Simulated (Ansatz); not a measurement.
## CH4O2 (methanediol): entropy by statistical mechanics

A singlet with charge 0, relaxed at PBE0-D4/def2-TZVP (Ansatz 0.2.0):

```xyz
7

O    -1.0369    0.5567    0.3166
C    -0.0873   -0.3971   -0.0556
O     1.1905    0.1420   -0.2187
H    -1.0917    1.2102   -0.3875
H    -0.3284   -0.8623   -1.0170
H    -0.1150   -1.1546    0.7346
H     1.4688    0.5051    0.6277
```

Harmonic wavenumbers in cm⁻¹: 382, 386, 573, 1016, 1062, 1104, 1214, 1374, 1396, 1448, 1524, 3040, 3088, 3844, 3845.

Masses in u: O 15.999, C 12.011, H 1.008. Take T = 298.15 K, p = 1 bar, R = 8.3145 J/(mol K), kT/hc = 207.22 cm⁻¹, rigid rotor and harmonic oscillator.

Q: Compute the standard molar entropy.

A: 
1. Translation (Sackur–Tetrode): S = R[3/2 ln M + 5/2 ln T − 1.1517] with M = 48.041 gives 157.1 J/(mol K).
2. Rotation: principal moments 11.977, 49.043, 55.341 u Å² give A, B, C = 1.4075, 0.3437, 0.3046 cm⁻¹; the symmetry number is σ = 2; q = (√π/σ)√((kT/hc)³/ABC) = 6887; S = R(ln q + 3/2) = 85.9.
3. Vibration: with u = ν̃/207.22, each mode gives R[u/(eᵘ − 1) − ln(1 − e⁻ᵘ)]; the sum is 12.0, most from 382 cm⁻¹ (4.3), 386 cm⁻¹ (4.2), 573 cm⁻¹ (2.1).
4. Electronic: R ln 1 = 0.0, from the spin multiplicity alone.
5. Sum: 157.1 + 85.9 + 12.0 + 0.0 = 255.0 J/(mol K).

No measured value is set beside it here.
